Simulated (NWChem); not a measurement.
# PH2, doublet; SMILES [PH2]

Computed with NWChem. Spin-unrestricted. In the optimisation the excess spin sits in b2 (C2v, its own frame). Coordinates come from a PBE0/def2-SVP, spin-unrestricted optimisation. No stability test was run on the SCF state. Level B3LYP/def2-SVP: energy and gradient on several grids; changes count from the extra-fine grid, which is no exact limit either.

### Question
Which is the coarsest grid (fine; xfine; xcoarse; coarse; medium) from which on the energy stays within 500 μHa and each gradient component within 500 μHa/bohr of xfine?

### Answer
coarse.
```csv
grid,size of the energy change (μHa),largest change of a gradient component (μHa/bohr)
xcoarse,300,800
coarse,30,< 30
medium,< 10,30
fine,< 10,< 30
xfine,< 10,< 30
```
